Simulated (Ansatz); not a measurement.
A calculation on 1T (CdI2-type) SnSe₂ returned lattice constant a 3.810 Å, lattice parameter c 6.558 Å, cohesive energy 3.05 eV/atom, formation enthalpy -0.504 eV/atom.

For reference: lattice parameter c 6.14 Å (measured, temperature not stated, no zero-point or thermal correction; as tabulated in Gonzalez and Oleynik (2016), arXiv:1609.04381); formation enthalpy -0.43 eV/atom (measured, 298 K, no zero-point or thermal correction; as tabulated in Zhang et al. (2018), doi:10.1038/s41524-018-0065-z).

Question: Which level of theory produced these numbers?
A. r²SCAN0 (Ansatz, a quantum-chemistry and plane-wave program)
B. HSE06 (Ansatz)
C. PBE-D4 (Ansatz)
D. r²SCAN+rVV10 (Ansatz)

Answer: A, r²SCAN0 (Ansatz)

The others give: r²SCAN+rVV10 3.825 Å, 6.233 Å, 3.40 eV/atom, -0.467 eV/atom; HSE06 3.825 Å, 6.898 Å, 3.04 eV/atom, -0.431 eV/atom; PBE-D4 3.837 Å, 6.005 Å, 3.52 eV/atom, -0.351 eV/atom.

Unless a cell is named, each level is at its own relaxed cell (HSE06 29.13, PBE-D4 25.53, r²SCAN+rVV10 26.33, r²SCAN0 27.48 Å³/atom).

Caveats: exact exchange on metals is sensitive to the k mesh and can open a false gap (HSE06); the cell comes from a level without a dispersion term, which matters for the spacing of layers, chains or molecules (HSE06, r²SCAN0); the run warned that the count of filled bands differs between k points (HSE06). Ansatz's density-functional and Hartree–Fock values are scalar-relativistic unless marked +SOC, with PAW data made under PBE.
